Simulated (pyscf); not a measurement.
A first-order saddle from PySCF, ωB97X-D3(BJ)/def2-SVP:

```
As
H 1 1.5149
H 1 1.5764 2 90.49
H 1 1.8596 2 77.47 3 150.74
H 4 1.0320 1 92.10 2 80.11
H 5 1.0321 4 118.56 1 5.09
```

Surface: singlet, charge 0. Lowest wavenumbers (cm⁻¹): 2070i, 602, 818, 914, 1009.

Question: Name the species on either side of this saddle.

Answer: AsH₃ + H₂ <-> AsH₃ + H₂, a four-centre exchange read from left to right: As–H, H–H broken and As–H, H–H formed. At ωB97M-D3(BJ)/def2-TZVP it lies +3.15 eV from the left side and +3.15 eV from the right (each side as separated species at their lowest minima found). This is the saddle that the search found; another between the same sides may lie lower. Elements up to Kr have no core potential and no relativistic terms here.
